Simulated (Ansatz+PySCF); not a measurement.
Two shapes of singlet C₄H₄O.

Shape 1:

```xyz
9

O     1.1498    0.0000    0.0000
C     0.3528    1.0865    0.0000
C    -0.9584    0.7153    0.0000
C    -0.9584   -0.7153    0.0000
C     0.3528   -1.0865    0.0000
H     0.8548    2.0507    0.0000
H    -1.8204    1.3790    0.0000
H    -1.8204   -1.3790    0.0000
H     0.8548   -2.0507    0.0000
```

Shape 2:

```xyz
9

O     1.1301   -0.0455    0.0065
C     0.3104    1.1123    0.0065
C    -0.9610    0.6995   -0.0474
C    -0.9107   -0.7174   -0.0152
C     0.3998   -1.0699   -0.0038
H     0.8132    2.0251   -0.0110
H    -1.8303    1.3554   -0.0429
H    -1.8520   -1.3729   -0.0382
H     0.9015   -2.0588   -0.0157
```

Basis set: def2-SVP (spherical functions). Charge 0, multiplicity 1.

Computed with Ansatz (development build ahead of 0.2.0); each method stands on the lowest determinant of its kind that the runs found.

(1) Which shape is lower in energy, and by how much in each method?

Answers

(1)

```tsv
method	E(2) − E(1) (eV)
RHF	0.403
PBE (restricted)	0.448
PBE (unrestricted)	0.448
PBE0 (restricted)	0.423
r²SCAN (restricted)	0.432
```

Shape 1 is lower.
